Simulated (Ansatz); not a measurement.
Program: Ansatz 0.2.0.

Basis-set series for C5H12O, SMILES `CCCCCO`. Charge 0, multiplicity 1. Geometry: relaxed with PBE0-D4/def2-TZVP. It is one conformer, not always the lowest.

Z-matrix (Å, degrees):
```
C
C 1 1.520
H 1 1.094 2 110.9
H 1 1.093 2 111.9 3 120.1
H 1 1.092 2 111.3 3 -119.8
C 2 1.523 1 114.1 3 -56.9
H 2 1.097 1 109.5 3 -179.6
H 2 1.095 1 109.1 3 64.9
C 6 1.520 2 114.2 1 -64.1
H 6 1.094 2 109.5 1 174.0
H 6 1.098 2 109.3 1 58.2
C 9 1.517 6 113.2 2 -174.0
H 9 1.099 6 109.6 2 -52.1
H 9 1.096 6 110.7 2 64.4
O 12 1.414 9 113.4 6 61.2
H 12 1.099 9 109.9 6 -174.4
H 12 1.094 9 110.0 6 -56.6
H 15 0.961 12 108.1 9 62.3
```

```
functional       basis  functions  energy (Eh)  HOMO (eV)  LUMO (eV)
   PBE0-D4  def2-TZVPP        354   -272.76941      -7.76       1.02
   PBE0-D4  def2-QZVPP        702   -272.78511      -7.80       0.60
   ωB97M-V  def2-TZVPP        354   -272.94240     -10.20       2.43
   ωB97M-V  def2-QZVPP        702   -272.95792     -10.24       1.75
```

(1) Give the rows for def2-SVP. (Best estimate.)

Results:

(1) The calculation gave: 
| functional | basis | functions | energy (Eh) | HOMO (eV) | LUMO (eV) |
| --- | --- | --- | --- | --- | --- |
| PBE0-D4 | def2-SVP | 144 | -272.46432 | -7.56 | 1.68 |
| ωB97M-V | def2-SVP | 144 | -272.62076 | -10.00 | 3.32 |

Positive LUMOs are unbound and depend on the basis.
